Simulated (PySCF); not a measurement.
Compound: C6H10.
Z-matrix (Å and degrees, GFN2-xTB geometry), rows numbered from 1:
```
C 
C   1  1.3294
C   2  1.4459  1  122.98
C   3  1.3341  2  126.93  1   179.15
C   4  1.4944  3  127.71  2    -0.93
C   5  1.5297  4  110.74  3  -118.86
H   1  1.0781  2  121.56  3     0.16
H   1  1.0765  2  122.12  3  -179.71
H   2  1.0811  1  119.45  3   179.84
H   3  1.0836  2  114.67  1    -0.99
H   4  1.0835  3  118.39  2  -179.58
H   5  1.0946  4  108.68  3   121.71
H   5  1.0892  4  111.29  3     3.13
H   6  1.0880  5  110.59  4   -58.44
H   6  1.0879  5  110.30  4    61.43
H   6  1.0876  5  110.36  4  -178.52
```

Computed, not measured: CAM-B3LYP/def2-SVPD in PySCF (dipole) on a GFN2-xTB geometry, gas phase.

Masses are those of the commonest isotopes; rigid-rotor values at the optimised geometry. The values belong to one conformer with, in the numbering `[CH2:1]=[CH:2]/[CH:3]=[CH:4]\[CH2:5][CH3:6]`, C1–C2–C3–C4 179°, C3–C4–C5–C6 -119°.

Task: Give the principal moments of inertia and the rotational constants in MHz.

Result: Ia = 50.07, Ib = 317.80, Ic = 341.08 u·Å²; 505379 MHz·u·Å²/I gives A = 10094, B = 1590, C = 1482 MHz.

Task: Classify the top.

Result: A near-prolate asymmetric top; Ray's κ = -0.975.

Task: Is it planar, by Δ = Ic − Ia − Ib?

Result: Not planar: Δ = Ic − Ia − Ib = -26.78 u·Å². For a rigid frame Δ = −2 Σ m c², so Σ m c² = 13.39 u·Å² lies off the ab plane: 6.12 from hydrogen and 7.27 from heavier atoms. The atom farthest from that plane is 1.49 Å away.

Task: Give the other two planar moments, Paa and Pbb, and the rms extents of the mass along the axes.

Result: Paa = Σ m a² = (Ib + Ic − Ia)/2 = 304.41 and Pbb = Σ m b² = (Ia + Ic − Ib)/2 = 36.67 u·Å². With the mass M = 82.08 u, the rms extents √(P/M) along a, b and c are 1.93, 0.67, 0.40 Å.

Task: Which types of transition are allowed, and where do some lines up to J = 2 fall?

Result: The dipole components are |μa| = 0.52 D, |μb| = 0.12 D, |μc| = 0.10 D. Intensities carry the squares of the components, which stand as 1.00 : 0.05 : 0.04 (a : b : c). Some lines, for components of 0.1 D or more:

| type | branch | J(Ka,Kc) | MHz | lower level (cm⁻¹) |
| --- | --- | --- | --- | --- |
| a | Q | 2(1,1) ← 2(1,2) | 326 | 0.587 |
| a | R | 1(0,1) ← 0(0,0) | 3072 | 0.000 |
| a | R | 2(1,2) ← 1(1,1) | 6035 | 0.386 |
| a | R | 2(0,2) ← 1(0,1) | 6143 | 0.102 |
| a | R | 2(1,1) ← 1(1,0) | 6252 | 0.390 |
| c | Q | 2(1,2) ← 2(0,2) | 8397 | 0.307 |
| c | Q | 1(1,1) ← 1(0,1) | 8504 | 0.102 |
| b | Q | 1(1,0) ← 1(0,1) | 8613 | 0.102 |
| b | Q | 2(1,1) ← 2(0,2) | 8722 | 0.307 |
| b | R | 1(1,1) ← 0(0,0) | 11576 | 0.000 |
| c | R | 1(1,0) ← 0(0,0) | 11685 | 0.000 |
| b | R | 2(1,2) ← 1(0,1) | 14539 | 0.102 |
| c | R | 2(1,1) ← 1(0,1) | 14865 | 0.102 |
| c | Q | 2(2,1) ← 2(1,1) | 25513 | 0.598 |
| b | Q | 2(2,0) ← 2(1,1) | 25514 | 0.598 |
| b | Q | 2(2,1) ← 2(1,2) | 25838 | 0.587 |
| b | R | 2(2,1) ← 1(1,0) | 31765 | 0.390 |
| c | R | 2(2,0) ← 1(1,0) | 31766 | 0.390 |
| c | R | 2(2,1) ← 1(1,1) | 31874 | 0.386 |
| b | R | 2(2,0) ← 1(1,1) | 31875 | 0.386 |

Task: Estimate the classical rotational partition function at 25 K, 298.15 K and 500 K.

Result: Point group C1, symmetry number σ = 1; q = (√π/σ)·√((kT/h)³/(ABC)), k/h = 20836.6 MHz/K: 4320 at 25 K, 178000 at 298.15 K, 386000 at 500 K.

No GFN2-xTB frequencies stand behind this structure, so it isn't proved a minimum. These are rigid-rotor constants of the computed structure; measured ground-state constants (B0) also hold zero-point vibration. A rigid rotor knows nothing of internal rotation, which can split or shift real lines.
